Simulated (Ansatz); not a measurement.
# Two structures, one formula

Two relaxed structures of CHMgO, doublet (PBE0-D4/def2-TZVP; forces vanish, vibrations not checked).

A:

```xyz
4
angstrom
C -0.4409 -0.3100 0.0477
O -0.9741 0.6584 -0.2382
Mg 1.2125 -1.4588 1.0154
H 1.4244 -3.1545 1.0716
```

B:

```
4
angstrom
C -0.0856 0.2356 -0.0898
O -1.2861 0.1426 -0.0872
Mg 1.0076 -1.5866 0.6163
H 0.3642 1.2084 -0.4393
```

Computed with Ansatz 0.2.0 (basis: def2-TZVPP); correlated methods freeze the cores; orbitals are unrestricted. The outer core shell of Li, Na, Mg and K is correlated. The def2 sets are not built for correlating such inner shells, so the correlated values are less sure here. B3LYP uses VWN-RPA correlation.

Q: Which structure is lower at CCSD(T), and by how much? (An estimate is asked for; the value comes from the calculation.)

A: Computed: A, by 10.7 kJ/mol (electronic energy, against the other). By their contacts, A is CHMgO ([O][C][MgH]) and B is CHMgO ([O][CH][Mg]).

Q: Do the other methods give the same order? (A judgement: the text doesn't fix the answer.)

A: By the calculation: Not all: PBE-D4, PBE0-D4 give the other order.

| method | E(B) − E(A) (kJ/mol) |
| --- | --- |
| PBE-D4 | -3.4 |
| r2SCAN-D4 | 13.7 |
| PBE0-D4 | -2.4 |
| B3LYP-D4 | 4.1 |
| wB97M-V | 9.2 |
| HF | 21.5 |
| MP2 | 9.0 |
| CCSD | 12.1 |
| CCSD(T) | 10.7 |

T1 diagnostic: at most 0.022. ⟨S²⟩ of the unrestricted Hartree–Fock references: 0.76 to 0.77 (a pure state has 0.75).

Labels in which every atom is bracketed show which atoms are joined, not bond orders.

For scale, one of the runs: CCSD(T)/def2-TZVPP, 108 basis functions, launched by `ansatz run in.yaml --threads 2 --pin off --events-out ev --progress --plain --max-ram 4352MiB`. Hardware: 2 CPU threads of an Arm Neoverse V2, shared host. Wall time 21 s; peak host memory 0.98 GiB.
